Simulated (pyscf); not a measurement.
Single points on ωB97X-D3(BJ)/def2-SVP structures (PySCF, gas phase).

Task: HO–PH–O–PH₂ + H₂ → HO–PH–OH + PH₃
Surface: singlet. Broken: O–P, H–H. Formed: H–O, H–P. Give ΔE‡ and ΔE from ωB97M-D3(BJ)/def2-TZVP, relative to the separated reactants.

Result: ΔE‡ = 57.7 kcal/mol, ΔE = -8.7 kcal/mol. Zero-point energy shifts the barrier by +1.7 kcal/mol. It is a four-centre exchange, with an imaginary mode of 1521i cm⁻¹. HO–PH–O–PH₂ lies 7.2 kcal/mol over its isomer HO–P(OH)–PH₂ (electronic energy, ωB97M-D3(BJ)/def2-TZVP). One saddle was located; it need not be the lowest between these sides.
